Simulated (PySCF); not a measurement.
## How the functional moves excitation energies

Compound: streptocyanine-3, C3H7N2 (charge +1).
SMILES: `N/C=C/C=[NH2+]`

Linear-response calculations in the def2-SVPD basis (PySCF; singlets by full response, triplets Tamm–Dancoff, core orbitals frozen in the response; HF means time-dependent Hartree–Fock). 'Strongest' is the level of largest summed f among the singlets computed (10 roots, of which the last may lack a degenerate partner); it can jump between rows when another state enters that window. S1 is the lowest singlet of each run and needn't be the same state throughout; f(S1) is that of one state. Geometry: PBE0-D3(BJ)/def2-SVP, one conformer, isolated ion.

```json
{"functional": "LDA", "kind": "LDA", "S1 (eV)": "5.20", "f(S1)": "0.699", "strongest (eV)": "5.20", "T1 (eV)": "3.15", "HOMO (eV)": "-10.87", "gap (eV)": "3.46", "ionisation energy, ΔSCF (eV)": "14.01"}
{"functional": "PBE", "kind": "GGA", "S1 (eV)": "5.21", "f(S1)": "0.700", "strongest (eV)": "5.21", "T1 (eV)": "3.08", "HOMO (eV)": "-10.70", "gap (eV)": "3.49", "ionisation energy, ΔSCF (eV)": "13.75"}
{"functional": "B3LYP", "kind": "global hybrid, 20% exact exchange", "S1 (eV)": "5.26", "f(S1)": "0.728", "strongest (eV)": "5.26", "T1 (eV)": "3.11", "HOMO (eV)": "-11.52", "gap (eV)": "5.00", "ionisation energy, ΔSCF (eV)": "13.77"}
{"functional": "PBE0", "kind": "global hybrid, 25% exact exchange", "S1 (eV)": "5.31", "f(S1)": "0.738", "strongest (eV)": "5.31", "T1 (eV)": "3.10", "HOMO (eV)": "-11.71", "gap (eV)": "5.40", "ionisation energy, ΔSCF (eV)": "13.72"}
{"functional": "BHandHLYP", "kind": "global hybrid, 50% exact exchange", "S1 (eV)": "5.40", "f(S1)": "0.767", "strongest (eV)": "5.40", "T1 (eV)": "3.22", "HOMO (eV)": "-12.62", "gap (eV)": "7.37", "ionisation energy, ΔSCF (eV)": "13.53"}
{"functional": "CAM-B3LYP", "kind": "range-separated hybrid", "S1 (eV)": "5.25", "f(S1)": "0.740", "strongest (eV)": "5.25", "T1 (eV)": "3.09", "HOMO (eV)": "-12.90", "gap (eV)": "7.67", "ionisation energy, ΔSCF (eV)": "13.75"}
{"functional": "wB97X-D", "kind": "range-separated hybrid", "S1 (eV)": "5.27", "f(S1)": "0.741", "strongest (eV)": "5.27", "T1 (eV)": "3.16", "HOMO (eV)": "-13.43", "gap (eV)": "8.85", "ionisation energy, ΔSCF (eV)": "13.72"}
{"functional": "LC-wPBE", "kind": "range-separated hybrid", "S1 (eV)": "5.22", "f(S1)": "0.747", "strongest (eV)": "5.22", "T1 (eV)": "3.03", "HOMO (eV)": "-14.13", "gap (eV)": "9.94", "ionisation energy, ΔSCF (eV)": "13.75"}
{"functional": "HF", "kind": "Hartree–Fock", "S1 (eV)": "5.70", "f(S1)": "0.821", "strongest (eV)": "5.70", "T1 (eV)": "3.50", "HOMO (eV)": "-14.01", "gap (eV)": "11.59", "ionisation energy, ΔSCF (eV)": "not settled"}
```

S1 runs from 5.20 eV (LDA) to 5.70 eV (HF), a spread of 0.50 eV, while the orbital gap spreads over 8.1 eV. Along PBE (0%), B3LYP (20%), PBE0 (25%), BHandHLYP (50%), HF (100%) S1 rises with the share of exact exchange. −ε(HOMO) comes closest to its own ΔSCF ionisation energy with wB97X-D (-0.28 eV) and misses most with LDA (-3.14 eV). The lowest triplet of a reference set is 3B2(π→π*) at 3.44 eV (computed, theoretical best estimate (aug-cc-pVTZ, frozen core, CC3 geometry), gas; Veril, Scemama, Caffarel, Lipparini, Boggio-Pasqua, Jacquemin, Loos, WIREs Comput. Mol. Sci. 2021, 11, e1517 (QUESTDB)). The lowest computed triplet differs from it by HF +0.06, BHandHLYP -0.22, wB97X-D -0.28, LDA -0.29, B3LYP -0.33, PBE0 -0.34, CAM-B3LYP -0.35, PBE -0.36, LC-wPBE -0.41 eV; geometry and basis of the reference needn't be the same. 'Not settled' means that the ion's SCF failed to converge or may have ended in another state than the lowest.
